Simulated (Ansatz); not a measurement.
A trace of molecular dynamics of FH5OSi (8 atoms, charge 0, multiplicity 1).

All numbers below come from RKS PBE/def2-SVP (Ansatz 0.2.0).

```
ensemble                      : NVE (velocity Verlet)
starting velocities drawn for : 100 K
seed                          : 2231
```

```tsv
time (fs)	T (K)	potential energy less start (eV)	conserved less start (meV/atom)
0	100	0.000	0.00
4	45	0.043	0.04
8	58	0.033	0.02
12	55	0.035	0.05
16	92	0.007	0.03
20	71	0.023	0.06
24	146	-0.036	0.03
28	181	-0.063	0.03
32	241	-0.109	0.02
36	315	-0.167	0.02
40	377	-0.215	0.02
44	419	-0.247	0.04
48	529	-0.333	0.02
52	610	-0.395	0.03
56	743	-0.498	0.04
60	906	-0.625	0.02
64	951	-0.659	0.05
68	1035	-0.725	0.02
72	1096	-0.773	0.01
76	1088	-0.766	0.01
80	1074	-0.755	-0.01
84	1017	-0.711	0.00
88	997	-0.696	0.03
92	1029	-0.720	0.02
96	959	-0.666	0.06
100	942	-0.653	0.05
```

Question: Can this run be trusted? Judge the integration.

Answer: The conserved energy stayed within 0.063 meV per atom of its start (net change 0.049 meV per atom), so the integration is sound. The kinetic energy rose, since the run started high on the potential surface and went downhill. It ends in pieces (FH3Si + H2O), so much of that is their flight and rotation, not heat. A run of 0.1 ps of so small a system gives no equilibrium averages. The orbitals stay closed-shell, which can raise the energy where a bond breaks towards radicals; this wasn't checked here. The time step was 0.5 fs.

Run time: 5.6 min on 1 thread of Arm Neoverse V1, with other jobs on the host, peak memory 0.11 GiB.
